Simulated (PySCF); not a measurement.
C3H4, SMILES C(#C)C. Geometry: PBE-D3(BJ)/def2-TZVP.

Level of theory: PySCF with PBE-D3(BJ)/def2-TZVP.

Harmonic wavenumbers (cm⁻¹): 332, 332, 608, 608, 940, 1012, 1012, 1359, 1423, 1423, 2166, 2966, 3030, 3030, 3404. Rotational constants (GHz): 158.5, 8.538, 8.538; symmetry number 3.

### Question
Work out the zero-point energy and the ideal-gas rigid-rotor harmonic-oscillator thermochemistry at 298.15 K and 1 atm.

### Answer
ZPE = ½ Σ hcν = ½ × 23645 cm⁻¹ = 33.80 kcal/mol. H − E(el) = 36.93 kcal/mol. Entropy in cal/(mol K): translation 36.99, rotation 18.68, vibration 3.73, total 59.40. G − E(el) = 19.23 kcal/mol. Cp = 14.70 cal/(mol K).
